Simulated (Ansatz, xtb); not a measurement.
**Isomers of HN2Si in order of energy**

4 gas-phase structures of HN2Si, found in a search over its isomers (lower ones may exist). Each was relaxed with GFN2-xTB:

A. `N1=[Si]N1`, a doublet
B. a doublet given by its coordinates
C. `N#[Si][NH]`, a doublet
D. `[N-]=[N+]=[SiH]`, a doublet

B (Å):

```yaml
atoms:
  - { symbol: N, position_ang: [-2.0613, -2.6320, 1.9923] }
  - { symbol: N, position_ang: [-1.7933, -1.8687, 2.9702] }
  - { symbol: Si, position_ang: [-1.8950, -0.8535, 4.2272] }
  - { symbol: H, position_ang: [-1.2040, -3.0179, 1.5742] }
```

Close contacts (Å): N1–N2 1.27, N2–Si3 1.62, N1–H4 1.03.

Task: Estimate their order in r2SCAN-D4/def2-SVP energy at these geometries, lowest first.

Result: Calculated order at r2SCAN-D4/def2-SVP: D (0.0), B (7.9), A (24.9), C (49.5) kcal/mol.

Energies above the lowest of each column, in kcal/mol; the last columns are at PBE-D3(BJ)/def2-SVP geometries and were run for some of them only (a dash: not run or not comparable):

```
structure  GFN2-xTB  HF/STO-3G  r2SCAN-D4/def2-SVP  PBE-D3(BJ)/def2-SVP  CCSD(T)/def2-TZVPP
        D      16.1        0.0                 0.0                  0.0                 0.0
        B      12.2       12.7                 7.9                 13.1                16.8
        A      25.3        9.8                24.9                 30.6                26.0
        C       0.0       63.9                49.5                    –                   –
```

CCSD(T)/def2-TZVPP puts D lowest of those it was run on; GFN2-xTB picks C. Frequencies (PBE-D3(BJ)/def2-SVP) were run for A, B, D alone. Open shells are spin-unrestricted, some with notable spin contamination. Large T1 diagnostics make some coupled-cluster values less sure.

Over these structures GFN2-xTB departs from r2SCAN-D4/def2-SVP by 21.1 kcal/mol on average once a common shift is removed. A GFN2-xTB relaxation took about 0.036 s and the r2SCAN-D4/def2-SVP energy about 1.8 s on a shared host (Ansatz 0.2.0, xtb 6.7.1).
